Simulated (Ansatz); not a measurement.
Two structures of BSiNH8, closed shell, reached by relaxing down either side of one saddle point (PBE0-D4/def2-TZVP). Energies are electronic, without zero-point energy. Ansatz 0.2.0; basis: def2-TZVPP and def2-QZVPP; cores frozen in the correlated methods. Extrapolation: Hartree–Fock as exp(−7.88 √X), correlation as X^−2.97. First:

```tsv
atom	x (Å)	y (Å)	z (Å)
B1	-0.5351	-0.5100	-0.3384
Si2	1.3034	-0.6698	0.4797
H3	-1.3624	-1.1337	0.2882
H4	-0.5306	-0.8066	-1.5125
H5	-0.3826	1.6518	-0.7920
N6	-1.0187	1.0478	-0.2794
H7	2.3403	0.1767	-0.2035
H8	1.3654	-0.2278	1.9145
H9	1.8254	-2.0668	0.4529
H10	-1.9432	1.1528	-0.6875
H11	-1.0618	1.3856	0.6779
```

Second:

```tsv
atom	x (Å)	y (Å)	z (Å)
B1	-1.4958	-0.2393	-0.5086
Si2	2.1606	-0.4436	0.6709
H3	-1.5643	-0.8407	0.5244
H4	-0.9091	-0.6769	-1.4561
H5	1.1878	0.6585	0.4621
N6	-2.1184	0.9934	-0.6127
H7	3.3400	-0.2311	-0.2069
H8	2.6022	-0.4474	2.0893
H9	1.5243	-1.7430	0.3441
H10	-2.1002	1.5507	-1.4497
H11	-2.6271	1.4194	0.1432
```

Which bonds change from the first to the second?

BSiH₅ ([BH2][SiH3]) + NH₃ → BNH₄ ([BH2][NH2]) + SiH₄; bonds formed: Si2–H5; dative contacts that become bonds: B1–N6; bonds broken: B1–Si2, H5–N6.

Give the saddle point's structure and its height above each. (An estimate is asked for; the value comes from the calculation.)

The calculation gives: 42.10 kcal/mol above the first and 48.78 kcal/mol above the second (CCSD(T) at an estimated basis limit (MP2 extrapolated from triple and quadruple zeta, plus CCSD(T) − MP2 in triple zeta)).
```
11
angstrom
B -0.7059 -0.3957 -0.2639
Si 1.3824 -0.4563 0.4124
H -1.1721 -1.0691 0.6147
H -0.5335 -0.9034 -1.3388
H 0.0088 0.7280 0.0664
N -1.2474 1.0773 -0.3154
H 2.4233 0.1490 -0.4675
H 1.6807 -0.0447 1.8145
H 1.4825 -1.9347 0.3195
H -1.3971 1.4932 -1.2183
H -1.9216 1.3565 0.3763
```

The T1 diagnostic stays at or below 0.013. The end structure is not quite a true minimum (one mode of 50i cm⁻¹).

Labels in which every atom is bracketed show which atoms are joined, not bond orders.

For scale, one of the runs: CCSD(T)/def2-TZVPP, 216 basis functions, launched by `ansatz run in.yaml --threads 2 --pin off --events-out ev --progress --plain --max-ram 4352MiB`. Hardware: 2 CPU threads of an Intel Xeon Platinum 8259CL, shared host. Wall time 77 s; peak host memory 3.1 GiB.
